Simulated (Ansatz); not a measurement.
Relaxation of C$_{3}$H$_{4}$N (8 atoms, charge -1, multiplicity 1), to a largest force component of 0.015 eV/Å in at most 40 steps.

All numbers below come from Ansatz, RKS PBE0-D4/6-31G*.

```xyz
8
Properties=species:S:1:pos:R:3
C -0.098 1.847 -0.950
N 0.034 0.574 -0.816
C 0.670 -0.433 -1.384
C 0.212 -1.268 -2.362
H 0.567 2.143 -1.856
H 1.590 -0.738 -0.862
H 0.716 -2.199 -2.582
H -0.695 -1.061 -2.909
```

Task: Where does it end, and by what steps?

Result: The run converged. Limits of this set-up: an anion without diffuse functions. After 11 steps the energy has fallen by 0.148 eV; H5 moved furthest, 0.65 Å.

```
step  energy less start (eV)  largest force component (eV/Å)  accepted
   0                  0.0000                           1.505       yes
   1                 -0.0412                           0.824       yes
   2                 -0.0618                           0.423       yes
   3                 -0.0738                           0.215       yes
   4                 -0.0923                           0.460       yes
   5                 -0.1094                           0.623       yes
   6                 -0.1290                           0.750       yes
   7                 -0.1403                           0.422       yes
   8                 -0.1370                           0.327        no
   9                 -0.1470                           0.110       yes
  10                 -0.1476                           0.071       yes
  11                 -0.1479                           0.013       yes
```

```xyz
8
Properties=species:S:1:pos:R:3
C -0.124 1.749 -1.118
N 0.226 0.609 -0.565
C 0.730 -0.490 -1.211
C 0.255 -1.082 -2.331
H 0.244 1.719 -2.222
H 1.566 -0.984 -0.692
H 0.684 -2.007 -2.715
H -0.586 -0.649 -2.868
```

Time of the run: 14 s on 1 thread of Intel(R) Xeon(R) 6975P-C (Granite Rapids) (shared host), peak memory 0.14 GiB.
